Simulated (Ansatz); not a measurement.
# B₂H₂ (quintet): the correlation ladder, cc-pVTZ

The task here is to estimate one member of a computed series from the others.

Method: cc-pVTZ, core rule «outside noble gas», up to 2 orbitals frozen; program: Ansatz 0.2.0, Gaussian basis.

To be run: UHF; CCSD(T) on ROHF; CCSD(T) on UHF; BCCD(T) on ROHF; CCSDT(Q) on ROHF; CCSDT(Q) on UHF; CASSCF and MRCISD+Q, 8 electrons in 10 orbitals; CASSCF and NEVPT2, 8 electrons in 10 orbitals.

7 further runs of the same task are left out: 3 for a known fault of the program, 4 set aside as unsound or not needed.

### What is computed

The geometry is a PBE0/def2-TZVP stationary point (not a proven minimum) of the parent state, kept for this charge and spin.

4 atoms, charge 0, spin multiplicity 5.

Atoms are counted from 1 here; the program's logs count them from 0.

Bond lengths: B1–B2 1.585 Å, B1–H3 1.197 Å, B1–H4 1.197 Å. Angles: B2–B1–H3 118.9°, B2–B1–H4 118.9°, H3–B1–H4 122.2°.

The first run:

The input, in.yaml:

```yaml
crystal:
  periodic: [false, false, false]
  atoms:
    - {symbol: B, position_ang: [0.000000, 0.000000, 0.675628]}
    - {symbol: B, position_ang: [0.000000, 0.000000, -0.909454]}
    - {symbol: H, position_ang: [0.000000, 1.047868, 1.253990]}
    - {symbol: H, position_ang: [0.000000, -1.047868, 1.253990]}
basis:
  gaussian: {orbitals: cc-pVTZ}
magnetization: {spin_polarized: true, initial_magnetization: 4}
hamiltonian: {xc: hf}
output: {orbitals: {seedname: orbitals}}
```

Command:

```sh
ansatz run in.yaml --threads 1 --pin off --events-out ev --progress --plain --max-ram 4096MiB --backend cpu
```

Among the steps run: UHF; CCSD(T) on ROHF; CCSD(T) on UHF; BCCD(T) on ROHF; CCSDT(Q) on ROHF; CCSDT(Q) on UHF; CASSCF and MRCISD+Q, 8 electrons in 10 orbitals; CASSCF and NEVPT2, 8 electrons in 10 orbitals.

One of the session's tables, all rows but one given; the rest of the session is left out.

| method | from UCCSDT(Q) (kJ/mol) |
| --- | --- |
| ROHF | +410.2 |
| UHF | +404.0 |
| RMP2 | +90.6 |
| UMP2 | +88.9 |
| RCCSD | ? |
| UCCSD | +16.5 |
| RCCSD(T) | +3.8 |
| UCCSD(T) | +3.6 |
| BCCD(T) | +3.5 |
| RCCSDT | +0.6 |
| UCCSDT | +0.5 |
| RCCSDT(Q) | +0.1 |
| UCCSDT(Q) | 0 |
| CASSCF valence | +279.6 |
| NEVPT2 valence | +69.0 |
| MRCISD valence | +17.0 |
| MRCISD+Q valence | +4.4 |

Estimate the missing values for RCCSD.

The run gave: from UCCSDT(Q) (kJ/mol): +16.9. In the column «from UCCSDT(Q) (kJ/mol)» it lies between UCCSD (+16.5) and MRCISD valence (+17.0).

Among the levels timed on like hardware and quicker than the yardstick, those that no quicker one beats, quickest first: MRCISD+Q valence (24 s, +4.4 kJ/mol); RCCSD(T) (26 s, +3.8 kJ/mol); BCCD(T) (27 s, +3.5 kJ/mol); RCCSDT(Q) (33 s, +0.1 kJ/mol).

Limits of these values: Of the multireference levels listed MRCISD+Q valence comes nearest in total energy (+4.4 kJ/mol), which doesn't show that its space is the better one. Restricted and unrestricted rows rest on different reference determinants; where their highest levels disagree by more than a few hundredths of an eV, they describe different states and don't form one ladder.
